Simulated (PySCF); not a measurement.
How the method changes the constants of BO

State: ²Σ⁺ (doublet), unpaired electrons σ ↑. Set-up: B x2c-TZVPPall, O x2c-TZVPPall; spin-free X2C with a Gaussian nucleus (PySCF 2.14). De refers to B + O in their high-spin ground configurations, without counterpoise correction. The functionals are run spin-unrestricted. A positive dipole means B(−)O(+).

```csv
Level,Re (Å),ωe (cm⁻¹),De (eV),μ (D),"CPU s a point (SCF and correlation, without the integrals)"
UHF,1.181,2076,5.80,-2.79,0.33
UHF-MP2,1.212,1905,8.81,n/a,0.51
UHF-SCS-MP2,1.208,1940,8.41,n/a,n/a
UHF-CCSD,1.205,1925,7.83,n/a,n/a
UHF-CCSD(T),1.213,1872,8.10,n/a,8.8
PBE,1.214,1843,8.97,-2.15,0.7
BLYP,1.215,1832,8.69,-2.21,0.45
TPSS,1.213,1844,8.38,-2.18,1.2
r²SCAN,1.206,1895,8.71,-2.31,1.2
PBE0,1.200,1934,8.44,-2.36,1.1
B97-3,1.201,1934,8.44,-2.34,0.7
BHandHLYP,1.188,2006,7.77,-2.58,0.7
ωB97M-V,1.201,1933,8.40,-2.41,5.2
```

Task: Which functional lies closest to UHF-CCSD(T) in De, which farthest, and by how much do they differ from it?

Result: Closest is TPSS (+0.0 pm in Re, -1.5 % in ωe, +0.28 eV in De against UHF-CCSD(T) in the same basis), farthest PBE (+0.1 pm in Re, -1.5 % in ωe, +0.87 eV in De). CCSD(T) converges more slowly with the basis than the functionals do and binds too weakly in this one, so the order can change at the basis-set limit.

Task: What does a quarter of exact exchange do here, going from PBE to PBE0?

Result: PBE0 less PBE: -1.4 pm in Re, +4.9 % in ωe, -0.53 eV in De. Exact exchange removes part of the self-interaction that spreads semilocal densities, and in most molecules shortens and stiffens the bond and lowers De; so it does here.

Task: What does the step from GGA to meta-GGA do here, going from PBE to r²SCAN?

Result: r²SCAN less PBE: -0.8 pm in Re, +2.8 % in ωe, -0.26 eV in De. 

Correlated steps freeze 2 core orbitals. The state is the lowest determinant that a PBE0 search found; another state may lie lower at other levels.

The whole job (state search and all levels along the bond) took about 3.8 min on 1 thread of Arm Neoverse V1 (shared host), peak memory 1.3 GiB.
